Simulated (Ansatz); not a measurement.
## Match the barriers

Saddle point of CH₅Al, singlet (CH₅Al ([CH3][AlH2]) → CH₃Al ([CH2][AlH]) + H₂; bonds formed: H2–H4; bonds broken: Al1–H2, C3–H4), PBE0-D4/def2-TZVP structure:

```
atom    x (Å)    y (Å)    z (Å)
 Al1  -0.7874   0.3097  -0.5455
  H2  -1.1590  -0.6513   0.9112
  C3   0.9670  -0.1233  -0.2155
  H4  -0.2958  -0.3116   1.0087
  H5  -1.7793   1.5267  -0.7064
  H6   1.1846  -1.1549   0.0668
  H7   1.8701   0.4047  -0.5193
```

Program: Ansatz 0.2.0. Basis: def2-TZVPP, with def2-QZVPP for the basis limit. Cores are frozen in the correlated methods. B3LYP uses VWN-RPA correlation. Extrapolation: Hartree–Fock as exp(−7.88 √X), correlation as X^−2.97. Four methods, as single points on the PBE0-D4 structures, gave these electronic barriers from the start structure: 267.3, 296.2, 327.9, 377.7 kJ/mol.

(1) The methods were, in alphabetical order, B3LYP-D4, BHLYP-D4, HF, PBE-D4. Which gave which? (Judge from chemistry; the calculation decides.)

T1 diagnostic: at most 0.018. The restricted Hartree–Fock reference is unstable towards an unrestricted one at one or more of these structures.

Results:

(1) The calculation gives: PBE-D4 267.3; B3LYP-D4 296.2; BHLYP-D4 327.9; HF 377.7 kJ/mol. For comparison, CCSD(T) at an estimated basis limit (MP2 extrapolated from triple and quadruple zeta, plus CCSD(T) − MP2 in triple zeta) gives 298.7 kJ/mol.

Labels in which every atom is bracketed show which atoms are joined, not bond orders.

For scale, one of the runs: CCSD(T)/def2-TZVPP, 143 basis functions, launched by `ansatz run in.yaml --threads 2 --pin off --events-out ev --progress --plain --max-ram 4352MiB`. Time: 7 s of wall clock on 2 CPU threads of an Arm Neoverse V1; the host was shared. Peak host memory: 0.78 GiB.
